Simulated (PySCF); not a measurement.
# C4H10O2 (1,2-dimethoxyethane): the cost of one run

Computed with PySCF 2.14.0, with density-fitted response routines of our own, on a single molecule in the gas phase. Atoms count from 0, in the outputs and in this text.

## 1. The molecule as given

16 atoms, charge 0, multiplicity 1; geometry from: MMFF94s. The atoms were then displaced at random by about 0.03 Å, so the start is not that level's minimum.

Bonds of the start (Å): C0–O1 1.33, O1–C2 1.40, C2–C3 1.66, C3–O4 1.34, O4–C5 1.42, C0–H6 1.10, C0–H7 1.04, C0–H8 1.21, C2–H9 1.11, C2–H10 1.05, C3–H11 1.14, C3–H12 1.07, C5–H13 1.05, C5–H14 1.14, C5–H15 1.13.

## 2. Relaxing the molecule at PBE0-D3(BJ)/def2-SVP

Job settings and geometry (Å):

```
{"job": {"xc": "PBE0", "basis": "def2-SVP", "d3": "d3bj", "grid": 1, "shake": 0.03, "kind": "geom"}, "charge": 0, "multiplicity": 1}
C     -2.912310    -0.135990    -0.348990
O     -1.762960    -0.536650     0.178650
C     -0.705210     0.261040    -0.287100
C      0.744300    -0.261210     0.340350
O      1.737490     0.503000    -0.127030
C      2.961810     0.073760     0.444130
H     -2.925940    -0.128220    -1.453110
H     -3.732790    -0.681220    -0.004070
H     -3.174400     0.986320     0.012050
H     -0.797180     1.306880     0.064420
H     -0.604230     0.227100    -1.328830
H      0.595070    -0.233050     1.465190
H      0.704220    -1.283540     0.026680
H      3.729120     0.705780     0.099560
H      3.155520    -1.002450     0.136660
H      2.953130     0.164520     1.566000
```

Started as:

```console
$ OMP_NUM_THREADS=1 python probes_run.py task.json out
```

The driver reads the jobs from task.json and runs them one after another.

Q: Estimate the wall time and peak memory of this first job on 1 thread of Arm Neoverse V1, shared host.

About 49 s, with a peak of 0.55 GiB.
